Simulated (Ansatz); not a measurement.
Relaxed structures of CH3OS, doublet (PBE0-D4/def2-TZVP; forces vanish, vibrations not checked; lower isomers may exist, and structures with a doubtful reference or unclear bonds are left out; Å). Ansatz 0.2.0; basis: def2-TZVPP; cores frozen in the correlated methods; orbitals are unrestricted.

(1) Rank them by CCSD(T) energy, lowest first, and give each one's height above the lowest. Links in brackets join atoms within 1.22 times the sum of their covalent radii (1.1 for two metals). (Judge from chemistry; the value comes from the calculation.)
A.
CH₃OS ([OH][CH2][S])
```
6
angstrom
C 0.2748 0.2588 0.0075
O -0.4524 -0.2127 1.0993
S 1.9662 -0.2687 -0.1232
H 0.1237 -0.2098 1.8699
H -0.2601 -0.0421 -0.8984
H 0.3341 1.3614 -0.0132
```
B.
CH₃OS ([CH3][O][S])
```
6
angstrom
C -0.3570 0.2746 -0.1673
O 0.6185 -0.0335 0.8289
S 1.5452 -1.3248 0.5578
H -1.0649 -0.5499 -0.2692
H 0.1292 0.4613 -1.1265
H -0.8711 1.1723 0.1763
```
C.
a complex of CH₂O ([CH2][O]) + HS
```
6
angstrom
C -0.1447 0.2333 -0.2747
O 1.0147 0.2270 0.0289
S 1.7426 -2.4973 0.2540
H -0.7271 -0.7018 -0.3648
H -0.6807 1.1800 -0.4771
H 2.0042 -2.0115 1.4788
```

No T1 diagnostic of these runs exceeds 0.021. ⟨S²⟩ of the unrestricted Hartree–Fock references: 0.76 to 0.77 (a pure state has 0.75).

## Answers

(1) The calculation gives: A (0.00 kcal/mol), B (10.31 kcal/mol), C (16.15 kcal/mol). Heights count from the lowest.

For scale, one of the runs: CCSD(T)/def2-TZVPP, 146 basis functions, launched by `ansatz run in.yaml --threads 2 --pin off --events-out ev --progress --plain --max-ram 4352MiB`. The run took 63 s on 2 CPU threads of an Arm Neoverse V2 (shared host), with 2.1 GiB of host memory at its peak.
